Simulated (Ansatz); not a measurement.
```yaml
crystal:
  periodic: [false, false, false]
  atoms:
    - {symbol: C, position_ang: [-1.447511, -0.655131, -0.905222]}
    - {symbol: C, position_ang: [-0.641107, -0.356347, 0.109252]}
    - {symbol: C, position_ang: [0.630242, 0.322771, -0.033113]}
    - {symbol: C, position_ang: [1.465576, 0.640533, 0.948772]}
    - {symbol: F, position_ang: [0.950524, 0.640592, -1.297464]}
    - {symbol: H, position_ang: [-2.387916, -1.164806, -0.738480]}
    - {symbol: H, position_ang: [-1.188060, -0.398202, -1.924862]}
    - {symbol: H, position_ang: [-0.909447, -0.617725, 1.127548]}
    - {symbol: H, position_ang: [2.397872, 1.150018, 0.748055]}
    - {symbol: H, position_ang: [1.212825, 0.387197, 1.968413]}
basis:
  gaussian: {orbitals: cc-pVTZ-PP}
hamiltonian: {xc: {name: rPW86-PBE}, dispersion: rvv10}
```

```sh
$ ansatz run in.yaml --threads 4 --pin off --events-out ev --progress --plain --max-ram 10444MiB
```

Task: How does Ansatz answer? (Best estimate.)

Result: The calculation gave: The input was rejected before any iteration.
```
Functional definition: rPW86-PBE+rVV10
Error: <dir> the basis set cc-pVTZ-PP has no functions for C
```
